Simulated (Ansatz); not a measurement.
The input, for Ansatz 0.2.0:

```yaml
crystal:
  periodic: [false, false, false]
  atoms:
    - {symbol: Si, position_ang: [0.000000, 0.000000, 0.000000]}
    - {symbol: B, position_ang: [0.000000, 0.000000, 2.094900]}
basis:
  gaussian: {orbitals: cc-pVTZ}
total_charge: 1
magnetization: {spin_polarized: false, initial_magnetization: 2}
correlation: {method: fic_mrcisd_q, electrons: outside_noble_gas, active_space: {window: {electrons: 6, orbitals: 8}, shells: [{species: B, l: s, shell: 2}, {species: B, l: p, shell: 2}, {species: Si, l: s, shell: 3}, {species: Si, l: p, shell: 3}]}}
```

```sh
$ ansatz run in.yaml --threads 2 --pin off --events-out ev --progress --plain --max-ram 49920MiB --backend cuda --devices 0, --max-vram 37GiB
```

Log:

```
732 factors; integrals over basis functions are off by at most 2.0e-7 eV
mean field evaluation 1: about -8520.5548 eV, gradient 5.6e0 eV
mean field evaluation 2: about -8520.5607 eV, gradient 5.6e0 eV
mean field evaluation 4: about -8520.7420 eV, gradient 1.1e0 eV
mean field evaluation 8: about -8520.7726 eV, gradient 2.5e-1 eV
mean field evaluation 16: about -8520.7744 eV, gradient 3.4e-4 eV
mean field evaluation 32: about -8520.7745 eV, gradient 2.3e-2 eV
mean field evaluation 64: about -8520.7745 eV, gradient 4.5e-3 eV
mean field evaluation 96: about -8520.7745 eV, gradient 2.7e-6 eV
mean field evaluation 128: about -8521.5137 eV, gradient 4.9e0 eV
mean field evaluation 160: about -8520.4294 eV, gradient 7.7e0 eV
mean field evaluation 192: about -8520.7745 eV, gradient 1.8e-4 eV
mean field -8521.84766059 eV, -313.1721252108 hartree, gradient 2.4e-6 eV, S^2 2.000000; 15 other end points of the search recorded, 0 dependent functions left out
reference -8521.84766059 eV, -313.1721252108 hartree; 10, 8 occupied and 54, 56 virtual orbitals, 732 factors
state -8523.79155924 eV, -313.2435621686 hartree
contracted CI cycle   1: correlation 0.00000000 eV, 0.0000000000 hartree, residual 1.03e1 eV
contracted CI cycle   2: correlation -1.94403308 eV, -0.0714418979 hartree, residual 2.29e0 eV
contracted CI cycle   3: correlation -2.03367991 eV, -0.0747363580 hartree, residual 5.66e-1 eV
contracted CI cycle   4: correlation -2.03893670 eV, -0.0749295416 hartree, residual 1.49e-1 eV
contracted CI cycle   5: correlation -2.03930628 eV, -0.0749431233 hartree, residual 4.37e-2 eV
contracted CI cycle   6: correlation -2.03933792 eV, -0.0749442862 hartree, residual 1.25e-2 eV
contracted CI cycle   7: correlation -2.03934044 eV, -0.0749443788 hartree, residual 3.50e-3 eV
contracted CI cycle   8: correlation -2.03934062 eV, -0.0749443856 hartree, residual 9.41e-4 eV
state -8523.79155924 eV, -313.2435621686 hartree; corrected -8525.93808333 eV, -313.3224454738 hartree
Total energy: -8525.93808333 eV, -313.3224454738 hartree
Checks for a lower state left out: starts, orbital_swaps
```

For the same geometry and basis full CI lies 45.0 meV lower.

Ran on 2 threads of AMD EPYC 7R13 with a shared H100 80 GB, shared host: 7 s wall, 0.82 GiB peak host memory.
